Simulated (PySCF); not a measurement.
NICS in isomers of C4H3FO.

NICS is the negative of the GIAO shielding at a point without a nucleus: at the ring centre (0) and 1 Å above and below it (1); zz is the component along the ring normal. Level: GIAO PBE0/pcSseg-1 (PySCF, non-relativistic, gas phase) on the GFN2-xTB geometries, one conformer each. Atom numbers follow the mapped SMILES.

Problem. Order these rings by mean NICS(1)zz, lowest (most negative) first (ppm).
A. ring C2–C3–C4–C5 in `[O:1]=[C:2]1[CH:3]=[CH:4][C@@H:5]1[F:6]`
B. ring C2–C3–C4–O5–C6 in `[F:1][c:2]1[cH:3][cH:4][o:5][cH:6]1`
C. ring C2–C3–C4 in `[O:1]=[c:2]1[cH:3][c:4]1[CH2:5][F:6]`
D. ring C2–C3–C5 in `[CH3:1][c:2]1[c:3]([F:4])[c:5]1=[O:6]`

Solution. B (-25.7), C (-13.6), D (-9.5), A (-2.1).

```json
{"SMILES": "Fc1ccoc1", "ring": "5-membered ring with O; formal bonds all aromatic", "NICS(0)": "-14.0", "NICS(1)": "-10.1", "NICS(1)zz": "-25.7", "HOMA": "0.52", "rms pucker (Å)": "0.00", "ring atoms with four or more neighbours": "0"}
{"SMILES": "O=c1cc1CF", "ring": "3-membered carbocycle; bonds drawn aromatic by RDKit's count", "NICS(0)": "-19.1", "NICS(1)": "-9.6", "NICS(1)zz": "-13.6", "HOMA": "0.56", "rms pucker (Å)": "0.00", "ring atoms with four or more neighbours": "0"}
{"SMILES": "Cc1c(F)c1=O", "ring": "3-membered carbocycle; bonds drawn aromatic by RDKit's count", "NICS(0)": "-26.8", "NICS(1)": "-8.7", "NICS(1)zz": "-9.5", "HOMA": "0.42", "rms pucker (Å)": "0.00", "ring atoms with four or more neighbours": "0"}
{"SMILES": "O=C1C=C[C@@H]1F", "ring": "4-membered carbocycle; formal bonds 1 double, 3 single", "NICS(0)": "5.1", "NICS(1)": "-3.9", "NICS(1)zz": "-2.1", "HOMA": "–", "rms pucker (Å)": "0.02", "ring atoms with four or more neighbours": "1"}
```

NICS(0) gives another order. The isotropic NICS(1) gives the same order. HOMA uses Krygowski's 1993 parameters; it is left out where a ring has a four-coordinate atom, a triple bond, no multiple bond or a kind of bond without parameters. NICS(1) and NICS(1)zz are means over the two faces.
